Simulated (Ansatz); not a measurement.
## Which method gave which barrier?

Saddle point of CH10Si2, closed shell (CH₆Si ([CH3][SiH3]) + SiH₄ → CH₈Si₂ ([CH3][SiH2][SiH3]) + H₂; bonds formed: Si1–Si7, H2–H6; bonds broken: Si1–H2, H6–Si7), PBE0-D4/def2-TZVP structure:

```
13
angstrom
Si -0.5620 -0.0633 0.4137
H 0.1892 -1.6166 0.4497
H -1.8787 -0.7392 0.3229
H -0.8175 1.3533 -0.1048
C 0.2610 0.3168 2.0445
H 0.2923 -1.0635 -0.5397
Si 0.2430 0.0095 -2.0791
H 0.2338 -0.5311 2.7304
H 1.3071 0.5877 1.8723
H -0.2324 1.1842 2.4953
H 1.1926 1.1508 -2.0045
H 0.8277 -1.0477 -2.9595
H -1.0561 0.4591 -2.6411
```

Ansatz 0.2.0; basis: def2-TZVPP, with def2-QZVPP for the basis limit; cores frozen in the correlated methods. Extrapolation: Hartree–Fock as exp(−7.88 √X), correlation as X^−2.97. Four methods, as single points on the PBE0-D4 structures, gave these electronic barriers from the start structure: 66.60, 68.90, 79.13, 95.56 kcal/mol.

Task: The methods were, in alphabetical order, BHLYP-D4, BLYP-D4, HF, PBE0-D4. Which gave which? (A judgement: the text doesn't fix the answer.)

Result: Computed: PBE0-D4 66.60; BLYP-D4 68.90; BHLYP-D4 79.13; HF 95.56 kcal/mol. For comparison, CCSD(T) at an estimated basis limit (MP2 extrapolated from triple and quadruple zeta, plus CCSD(T) − MP2 in triple zeta) gives 74.49 kcal/mol.

T1 diagnostic: at most 0.013.

Labels in which every atom is bracketed show which atoms are joined, not bond orders.

For scale, one of the runs: CCSD(T)/def2-TZVPP, 255 basis functions, launched by `ansatz run in.yaml --threads 4 --pin off --events-out ev --progress --plain --max-ram 9574MiB`. Time: 110 s of wall clock on 4 CPU threads of an Intel Xeon; the host was shared. Peak host memory: 5.3 GiB.
